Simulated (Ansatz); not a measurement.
**CH5FSi (SMILES C[SiH2]F): B3LYP/6-31G(d) (Cartesian functions)**

What is the vertical electron affinity of CH5FSi at B3LYP/6-31G* (Cartesian functions)? 

The results are computed with Ansatz 0.2.0.

74 further runs of the same task are left out: 1 that didn't finish, 73 set aside as unsound or not needed.

## Step 1: Starting point

The species is CH5FSi (8 atoms), meant as a singlet with charge 0. As SMILES, `C[SiH2]F`. The shape is that of a PBE0-D4/def2-TZVP optimisation.

Bond lengths: C1–Si2 1.853 Å, Si2–F3 1.604 Å, C1–H4 1.092 Å, C1–H5 1.094 Å, C1–H6 1.092 Å, Si2–H7 1.485 Å, Si2–H8 1.485 Å. Some angles: C1–Si2–F3 109.4°, C1–Si2–H7 111.5°, C1–Si2–H8 111.5°, F3–Si2–H7 107.3°, F3–Si2–H8 107.3°, Si2–C1–H4 111.0°, Si2–C1–H5 110.1°, Si2–C1–H6 111.1°, H7–Si2–H8 109.7°, H4–C1–H5 108.1°.

## Step 2: A single-point energy at B3LYP/6-31G(d) (Cartesian functions)

run.yaml

```yaml
crystal:
  periodic: [false, false, false]
  atoms:
    - {symbol: C, position_ang: [-0.521400, 0.700300, -0.437000]}
    - {symbol: Si, position_ang: [0.448400, -0.642000, 0.395200]}
    - {symbol: F, position_ang: [1.946500, -0.649600, -0.178800]}
    - {symbol: H, position_ang: [-0.562400, 0.542500, -1.517100]}
    - {symbol: H, position_ang: [-1.546700, 0.713200, -0.056500]}
    - {symbol: H, position_ang: [-0.077200, 1.680300, -0.248400]}
    - {symbol: H, position_ang: [0.538700, -0.420800, 1.860700]}
    - {symbol: H, position_ang: [-0.133700, -1.981200, 0.126000]}
basis:
  gaussian:
    orbitals: "6-31G*"
hamiltonian:
  xc: {name: B3LYP}
accuracy: high
output: {orbitals: {seedname: orbitals}}
```

Started as:

```bash
$ ansatz run run.yaml --threads 1 --pin off --max-ram 3480MiB --events-out events.jsonl --progress --plain --runs-dir runs
```

The program printed:

```text
Warning: RAYON_NUM_THREADS=1 ignored (pool sized by the plan → 1); use --threads N
Functional definition: B3LYP
  name "B3LYP"
  parameter a0 = 0.2
  parameter ax = 0.72
  parameter ac = 0.81
  exchange = (1 - a0 - ax)*slater_x + ax*b88_x + a0*exact_x
  correlation = (1 - ac)*vwn_rpa_c + ac*lyp_c
1324 factors; integrals over basis functions are off by at most 3.8e-9 eV
mean field evaluation 1: about -11709.9061 eV, gradient 4.9e1 eV
mean field evaluation 2: about -11707.2019 eV, gradient 6.1e1 eV
mean field evaluation 4: about -11714.7228 eV, gradient 2.5e0 eV
mean field evaluation 8: about -11714.8526 eV, gradient 1.1e-1 eV
mean field evaluation 16: about -11714.8526 eV, gradient 4.9e-6 eV
mean field -11714.85261169 eV, -430.5128928675 hartree, gradient 1.0e-8 eV, S^2 0.000000; 0 other end points of the search recorded, 0 dependent functions left out
reference -11714.85264750 eV, -430.5128941835 hartree; 17, 17 occupied and 42, 42 virtual orbitals, 1324 factors
Total energy: -11714.85264750 eV, -430.5128941835 hartree
```

Run time: 2.4 s. Hardware: 1 thread of Intel Xeon 6975P-C (Granite Rapids), shared host; peak memory 0.17 GiB.

## Step 3: The doublet anion at the same level

Changes to run.yaml since step 2:

```diff
@@ -14,2 +14,6 @@
     orbitals: "6-31G*"
+total_charge: -1
+magnetization:
+  spin_polarized: true
+  initial_magnetization: 1
 hamiltonian:
```

Started as:

```bash
$ ansatz run run.yaml --threads 1 --pin off --max-ram 3480MiB --events-out events.jsonl --progress --plain --runs-dir runs
```

The program printed:

```text
Warning: RAYON_NUM_THREADS=1 ignored (pool sized by the plan → 1); use --threads N
Functional definition: B3LYP
  name "B3LYP"
  parameter a0 = 0.2
  parameter ax = 0.72
  parameter ac = 0.81
  exchange = (1 - a0 - ax)*slater_x + ax*b88_x + a0*exact_x
  correlation = (1 - ac)*vwn_rpa_c + ac*lyp_c
1323 factors; integrals over basis functions are off by at most 3.8e-9 eV
mean field evaluation 1: about -11709.2996 eV, gradient 2.3e1 eV
mean field evaluation 2: about -11707.7386 eV, gradient 3.1e1 eV
mean field evaluation 4: about -11711.8522 eV, gradient 1.3e0 eV
mean field evaluation 8: about -11712.0144 eV, gradient 7.8e-2 eV
mean field evaluation 16: about -11712.0150 eV, gradient 8.4e-4 eV
mean field evaluation 32: about -11711.5547 eV, gradient 3.0e0 eV
mean field -11712.01496285 eV, -430.4086111958 hartree, gradient 3.7e-8 eV, S^2 0.751274; 3 other end points of the search recorded, 0 dependent functions left out
reference -11712.01500164 eV, -430.4086126212 hartree; 18, 17 occupied and 41, 42 virtual orbitals, 1323 factors
Total energy: -11712.01500164 eV, -430.4086126212 hartree
```

It took 6 s on 1 thread of Intel Xeon 6975P-C (Granite Rapids), shared host; peak memory 0.25 GiB.

## Step 4: Results

Level: B3LYP/6-31G* (Cartesian functions).

| quantity | value |
| --- | --- |
| singlet CH5FSi: total energy | -430.51289 Eh |
| singlet CH5FSi: HOMO energy | -8.77 eV |
| singlet CH5FSi: LUMO energy | 0.74 eV |
| singlet CH5FSi: HOMO–LUMO gap | 9.52 eV |
| doublet anion: total energy | -430.40861 Eh |
| doublet anion: HOMO energy (highest over α and β) | 4.97 eV |
| doublet anion: LUMO energy (lowest over α and β) | 6.88 eV |
| doublet anion: ⟨S²⟩ | 0.751 |
| vertical electron affinity (to the doublet anion) | -2.838 eV |

In words: The anion lies 2.84 eV (274 kJ/mol) above the neutral: the electron isn't bound at this level, and such a value depends on the basis. Without diffuse functions anions come out too high. The HOMO (doublet anion) lies at positive energy, 4.97 eV; only total energies tell whether the electron is bound.
